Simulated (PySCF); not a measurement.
Excitations are Tamm–Dancoff values on a coarser integration grid. The basis has no diffuse functions, so Rydberg states are missing or too high.

Cartesian coordinates (Å):
```xyz
4

Cl     2.0632    -0.1795     0.0028
Al    -0.0001     0.0000     0.0000
Cl    -0.8761     1.8767    -0.0026
Cl    -1.1870    -1.6972    -0.0001
```
Charge 0, multiplicity 1.

Q: What LUMO, HOMO–LUMO gap, dipole moment, total energy, S1–T1 gap (TDA), T1 excitation (TDA), HOMO and S1 excitation (TDA) does r2SCAN-D4/def2-TZVP (PySCF) give?

A: 
```
Item                        Result
-------------------  -------------
LUMO                      -1.69 eV
HOMO–LUMO gap              6.64 eV
dipole moment               0.00 D
total energy         -1623.1835 Ha
S1–T1 gap (TDA)            0.29 eV
T1 excitation (TDA)        6.41 eV
HOMO                      -8.33 eV
S1 excitation (TDA)        6.71 eV
```
